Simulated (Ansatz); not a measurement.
Born–Oppenheimer molecular dynamics of H5NSi (7 atoms, charge 0, multiplicity 1). It starts from a relaxed structure.

The calculation used RKS revPBE/6-31G in Ansatz.

```json
{"ensemble": "NVE (velocity Verlet)", "time step": "0.5 fs", "steps asked": "250", "starting velocities drawn for": "100 K", "seed": "622196"}
```

First frame:

```xyz
7
Properties=species:S:1:pos:R:3
Si -0.018 -0.019 -0.039
H -0.049 -0.066 1.476
H 1.426 0.039 -0.513
H -0.670 1.288 -0.480
N -0.839 -1.496 -0.597
H -1.376 -2.079 0.036
H -0.855 -1.797 -1.566
```

Question: How far do the bonds stretch over the last three quarters of this one trajectory? (Pairs bonded in most of those frames.)

Answer: 
```csv
bond,mean (Å),spread (Å),shortest,longest
Si1–H2,1.526,0.043,1.46,1.59
Si1–H3,1.516,0.011,1.50,1.53
Si1–H4,1.527,0.015,1.50,1.55
Si1–N5,1.780,0.006,1.77,1.79
N5–H6,1.015,0.005,1.01,1.02
N5–H7,1.014,0.004,1.01,1.02
```

Mean temperature of the second half: 53 K. The conserved energy stayed within 0.062 meV per atom of its start (net change 0.047 meV per atom), so the integration is sound. Over the second half the temperature averaged 0.53 of the 100 K drawn at the start: a run that starts near a minimum puts about half its kinetic energy into the potential. A run of 0.12 ps of so small a system gives no equilibrium averages. Limits of this set-up: no polarisation functions.

The run took 110 s on 1 thread of AMD EPYC 9R45 96-Core Processor (Zen 5), with other jobs on the host, peak memory 0.099 GiB.
